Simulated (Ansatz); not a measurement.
A made-up structure of CH$_{4}$BO, doublet:

| atom | x (Å) | y (Å) | z (Å) |
| --- | --- | --- | --- |
| B1 | -0.9520 | 0.3491 | -0.7521 |
| C2 | 0.3350 | 0.1301 | 0.3122 |
| O3 | 0.9203 | -1.2280 | 0.5598 |
| H4 | -1.4268 | 1.5891 | -0.9269 |
| H5 | -1.4753 | -0.6999 | -1.3985 |
| H6 | 0.8664 | 1.0344 | 0.9384 |
| H7 | 1.7323 | -1.1748 | 1.2672 |

It is relaxed with PBE-D4/def2-SVP and then PBE0-D4/def2-TZVP (Ansatz 0.2.0). Atoms count as bonded within 1.22 times the sum of their covalent radii (H–H: 0.88 Å). The end point is not checked to be a true minimum.

Question: Does its bonding change? (Judge from chemistry; the calculation decides.)

Answer: By the calculation: No: no bond forms or breaks.

Where it ends: The first stage lowers the energy by 1.38 eV in 6 steps. It ends as CH₄BO ([BH2][CH][OH]):
```json
{"atom": "B1", "x (Å)": "-0.8500", "y (Å)": "0.3116", "z (Å)": "-0.6715"}
{"atom": "C2", "x (Å)": "0.2991", "y (Å)": "0.1162", "z (Å)": "0.2787"}
{"atom": "O3", "x (Å)": "0.8217", "y (Å)": "-1.0964", "z (Å)": "0.4998"}
{"atom": "H4", "x (Å)": "-1.2739", "y (Å)": "1.4187", "z (Å)": "-0.8275"}
{"atom": "H5", "x (Å)": "-1.3173", "y (Å)": "-0.6248", "z (Å)": "-1.2488"}
{"atom": "H6", "x (Å)": "0.7737", "y (Å)": "0.9234", "z (Å)": "0.8379"}
{"atom": "H7", "x (Å)": "1.5467", "y (Å)": "-1.0487", "z (Å)": "1.1314"}
```

Labels in which every atom is bracketed show which atoms are joined, not bond orders.

For scale, one of the runs: PBE0-D4/def2-TZVP relaxation, 117 basis functions, launched by `ansatz run in.yaml --threads 2 --pin off --events-out ev --progress --plain --max-ram 4352MiB`. The run took about 14 s on 2 CPU threads of an Intel Xeon Platinum 8175M (shared host).
